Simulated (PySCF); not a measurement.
# CHFNO(-): cyanate and hydrogen fluoride

A complex built from cyanate and hydrogen fluoride; charge -1, singlet.

```json
{"part": "1", "name": "cyanate", "SMILES": "[N-]=C=O", "atoms": "1–3", "charge": "-1", "multiplicity": "1"}
{"part": "2", "name": "hydrogen fluoride", "SMILES": "F", "atoms": "4–5", "charge": "0", "multiplicity": "1"}
```

```xyz
5

N     1.1593   -0.4743    0.0927
C     0.1576    0.1303   -0.0220
O    -0.9074    0.7437   -0.1311
F    -1.1526    3.0018   -1.0652
H    -1.0154    2.0980   -0.6979
```
Atoms count from 1 in this order.

In these coordinates O3···H5 is 1.472 Å. Part 2 is then moved rigidly along that line, all else held; at short range other atoms may come into contact.

The starting structure comes from a short search with a few starts; no frequency run checks that it is a minimum, and another way of binding may lie lower.

Level of theory: CCSD(T)/aug-cc-pVDZ and MP2/aug-cc-pVTZ, aug-cc-pVQZ counterpoise interaction energy, frozen core, gas phase, in PySCF 2.14.0. Geometry: PBE0-D3(BJ)/def2-TZVPD.

Counterpoise energies in kcal/mol, cluster less the parts frozen as they stand in it; small is aug-cc-pVDZ, large aug-cc-pVQZ. Estimated limit: HF in aug-cc-pVQZ, MP2 correlation extrapolated as X⁻³ from aug-cc-pVTZ and aug-cc-pVQZ, and CCSD(T) less MP2 in aug-cc-pVDZ; it isn't the exact limit.

```tsv
O3···H5 (Å)	HF large	MP2 large	SCS-MP2 large	CCSD(T) small	CCSD(T) limit est.
1.325	-21.77	-23.08	-22.00	-20.69	-23.31
1.398	-23.28	-24.53	-23.56	-22.52	-24.74
1.472	-23.90	-25.07	-24.20	-23.40	-25.27
1.546	-23.92	-24.99	-24.21	-23.60	-25.17
1.619	-23.53	-24.49	-23.80	-23.34	-24.66
1.840	?	?	?	?	?
2.208	-16.46	-16.63	-16.38	-16.38	-16.71
2.944	?	?	?	?	?
```

(1) Fill in the withheld rows.

Answers

(1) 
```csv
O3···H5 (Å),HF large,MP2 large,SCS-MP2 large,CCSD(T) small,CCSD(T) limit est.
1.840,-21.15,-21.77,-21.29,-21.11,-21.91
2.944,-10.03,-9.84,-9.76,-9.72,-9.83
```

The 8 runs took 26 min in all, one thread each of Arm Neoverse N1 on a shared host, launched as `OMP_NUM_THREADS=1 python cluster_run.py task.json out`.
